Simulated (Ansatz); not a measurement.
For hcp Be, BLYP (plane waves, PAW; Ansatz, a program for electronic structure) gives:

- lattice parameter a: 2.271 Å
- lattice parameter c: 3.551 Å
- cohesive energy: 2.99 eV/atom

Problem. What does HSE06-D3(BJ) in Ansatz (plane waves, PAW) give for the same quantities?

Solution. 
- lattice constant a: 2.209 Å (shrinks by 2.7 %)
- lattice parameter c: 3.500 Å (drops by 1.4 %)
- cohesive energy: 4.07 eV/atom (rises by 1.08 eV/atom)

For comparison: lattice constant a 2.286 Å (measured, 293 K, not corrected to a static lattice, our sources range from 2.286 to 2.290; as tabulated in Wikipedia's data pages); lattice parameter c 3.584 Å (measured, 293 K, no zero-point or thermal correction; as tabulated in Wikipedia's data pages); cohesive energy 3.32 eV/atom (measured, 0 K, copied from a table, unchecked, 0 K, 1 atm; zero-point vibration energy not added; as tabulated in Kittel's textbook).

Changes are worked out from the printed values.

Unless a cell is named, each level is at its own relaxed cell (BLYP 7.93, HSE06-D3(BJ) 7.40 Å³/atom).

Ansatz's density-functional and Hartree–Fock values are scalar-relativistic unless marked +SOC, with PAW data made under PBE.
